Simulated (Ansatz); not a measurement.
Cartesian coordinates (Å):
SMILES: CO
```xyz
6

C     -0.3471    -0.0021    -0.0097
O      0.9492    -0.5200    -0.1852
H     -0.5404     0.9073    -0.6145
H     -0.5831     0.2378     1.0471
H     -1.0612    -0.7729    -0.3387
H      1.5825     0.1499     0.1010
```
Charge 0, spin multiplicity 1.

All values below come from Ansatz (a program for electronic structure) with frozen-core CCSD(T)/cc-pVTZ // B3LYP-D3(BJ)/def2-SVP.

```yaml
HF energy: -115.08825 Ha
MP2 correlation energy: -0.42857 Ha
```

### Question
Estimate the CCSD correlation energy, the (T) correction, the total energy and the T1 diagnostic.

### Answer

- CCSD correlation energy = -0.44720 Ha
- (T) correction = -0.01484 Ha
- CCSD(T) total energy = -115.55030 Ha
- T1 diagnostic = 0.008
